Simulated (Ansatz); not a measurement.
System: P2 (charge -1, doublet). 
Coordinates optimised at B3LYP-D3(BJ)/def2-TZVP (Ansatz, an electronic-structure program):
```
P
P 1 1.9824
```
Charge -1, spin multiplicity 2.

Basis-set convergence of Hartree-Fock and MP2 correlation energies (hartree) with Ansatz. Valence correlation only, unless marked. UHF or UKS for open shells. Spin-orbit coupling is left out. Non-relativistic.

The UHF reference is spin-contaminated (<S^2> 0.44 over the pure value in the largest basis). The T1 diagnostic of CCSD in the largest basis is 0.075, which is high, so the coupled-cluster rows are less sure than usual.

| basis | functions | E(HF) | E(corr, MP2) |
|---|---|---|---|
| aug-cc-pV(T+d)Z | 110 | -681.50761 | -0.26700 |
| aug-cc-pV(Q+d)Z | 178 | -681.51254 | -0.28579 |

Extrapolating the two largest sets (X = 3 and 4) as X^-3: E(corr) = (64·(-0.28579) - 27·(-0.26700))/37 = -0.2995 Eh, an estimate of the basis-set limit. The largest set recovers 95.4 % of it, the smallest 89.1 %.
